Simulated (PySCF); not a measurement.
Species: chloroprene, C4H5Cl.
Numbering: `[CH2:1]=[CH:2][C:3](=[CH2:4])[Cl:5]` (hydrogens: H6, H7 on C1; H8 on C2; H9, H10 on C4)

Theory: EOM-IP-CCSD/aug-cc-pVDZ in PySCF, restricted Hartree–Fock reference, frozen core, non-relativistic, gas phase, PBE0-D3(BJ)/def2-SVP geometry.

Hartree–Fock orbital energies give these Koopmans values (eV): HOMO 9.14, HOMO-1 11.41, HOMO-2 12.41, HOMO-3 13.86, HOMO-4 14.34, HOMO-5 15.24, HOMO-6 15.71, HOMO-7 17.65.

**Question.** What vertical ionisation energies does EOM-IP-CCSD give?

**Answer.** 
```tsv
leading hole (HF orbital)	Koopmans (eV)	EOM-IP-CCSD (eV)	change (eV)	one-hole share
HOMO	9.14	9.22	+0.08	0.96
HOMO-1	11.41	10.88	-0.53	0.95
HOMO-2	12.41	11.40	-1.01	0.95
HOMO-3	13.86	12.76	-1.10	0.95
HOMO-4	14.34	13.33	-1.01	0.93
HOMO-5	15.24	13.94	-1.30	0.95
HOMO-6	15.71	14.25	-1.46	0.95
HOMO-7	17.65	16.04	-1.61	0.93
```

**Question.** Does the order of the lines follow the orbital energies?

**Answer.** Yes, no two lines change places. The corrections run from -1.61 to +0.08 eV, with a mean of -0.99 eV over the 8 lines; EOM-IP-CCSD lies above the Koopmans value for HOMO. Koopmans values leave out both the relaxation of the orbitals and the change in correlation energy.

**Question.** At what kinetic energies would He II light (40.81 eV) eject these electrons?

**Answer.** 31.59 eV (HOMO), 29.93 eV (HOMO-1), 29.41 eV (HOMO-2), 28.05 eV (HOMO-3), 27.48 eV (HOMO-4), 26.87 eV (HOMO-5), 26.56 eV (HOMO-6), 24.77 eV (HOMO-7).

One root was sought for each valence orbital with −ε under 21 eV, eight at most, so deeper holes and satellites are missing; no vibrational structure.

Shape of the structure used: `[CH2:1]=[CH:2][C:3](=[CH2:4])[Cl:5]`: C1–C2–C3–C4 180°.

One conformer stands for the species.
